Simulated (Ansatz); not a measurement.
C3H6N2 can be A, `CNC1C=N1`, or B, `N=CCC=N`.

Calculated with Ansatz (gas phase, PBE0-D4/def2-TZVP geometries, no zero-point term in ΔE). CBS: MP2 limit from def2 TZ/QZ plus the TZ coupled-cluster correction, frozen cores. Functionals use def2-TZVPP. B3LYP here is the variant with VWN-RPA as its local correlation; programs differ in this. Each species was taken in one conformer, which may not be the lowest.

Problem. Which isomer does CCSD(T)/CBS put lower? Give the gap. (Estimate.)

Solution. Computed: B, by 132.1 kJ/mol.

Problem. Give E(B) − E(A) in kJ/mol with MP2/def2-TZVPP, CCSD(T)/def2-TZVPP, B3LYP, B3LYP-D4, r2SCAN-D4, PBE0-D4, PBE-D4. (Best estimate.)

Solution. Ansatz gave: MP2/def2-TZVPP -120.8, CCSD(T)/def2-TZVPP -133.9, B3LYP -137.9, B3LYP-D4 -137.4, r2SCAN-D4 -124.9, PBE0-D4 -120.1, PBE-D4 -120.5. None reverses the order clearly.

Largest T1 diagnostic: 0.013.

In def2-TZVPP, CCSD(T) changes the Hartree–Fock value by +20.5 kJ/mol (the triples alone add +2.2 kJ/mol) and MP2 by +33.6 kJ/mol.
